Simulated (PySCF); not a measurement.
Computed spin Hamiltonian

H2CN (doublet state).
Structure used (PBE0-D3(BJ)/def2-SVP), in Å, numbered top down from 1:
```xyz
4
CH2N angstrom
C     -0.0141    0.0052   -0.0121
N      1.2164   -0.1657   -0.0052
H     -0.7203   -0.8495   -0.0045
H     -0.4615    1.0196   -0.0239
```

The species is H2CN, `C=[N]` [radical].

Method: UKS B3LYP, IGLO-III on C N, pcH-1 on H, non-relativistic, mean-field spin-orbit, GIAO (PySCF 2.14.0). Isolated species at its PBE0-D3(BJ)/def2-SVP geometry, gas phase.

* g1, g2, g3: 2.00108, 2.00226, 2.00500
* g_iso: 2.00278
* Form of g: rhombic: the two nearest values differ by 30 % of g3 − g1
* ⟨S²⟩: 0.7605 (exact 0.7500)
* α and β electrons: 8, 7
* Total energy: -94.02372 Eh
* Basis functions: 90

Hyperfine couplings atom by atom, in MHz; T1 to T3 are the principal values of the dipolar part; ρ(0) is the spin density at the nucleus:

```
atom  isotope  a_iso     T1     T2    T3  Mulliken spin population  ρ(0) (bohr⁻³)
  C1      13C  -70.4  -18.7    1.2  17.5                     -0.21        -0.0627
  N2      14N   22.8  -46.7  -35.4  82.1                      0.99         0.0706
  H3       1H  241.1   -5.3   -3.9   9.2                      0.11         0.0539
  H4       1H  240.9   -5.3   -3.9   9.2                      0.11         0.0539
```

Largest spin populations (Mulliken): N2 (+0.99), C1 (-0.21), H3 (+0.11) and H4 (+0.11). No atom but N2 exceeds +0.15.

Axes: g1 points within 1° of the C1–N2 bond and g3 is normal to the molecular plane.

Under fast tumbling the dipolar parts average out, and these isotropic splittings remain: 2 × 1H (H3/H4, I = 1/2, 3 lines) with 8.60 mT and 1 × 14N (N2, I = 1, 3 lines) with 0.81 mT.

Nuclei that the bonding pattern makes equivalent are averaged, as if the motion that swaps them (rotation, inversion, ring flip) were fast.

The 13C coupling of C1 (-70.4 MHz) shows only in satellite lines or after enrichment, since that isotope makes up about 1.07 % of natural carbon.

Examples of negative spin density at the nucleus (bohr⁻³): C1 (-0.0627).
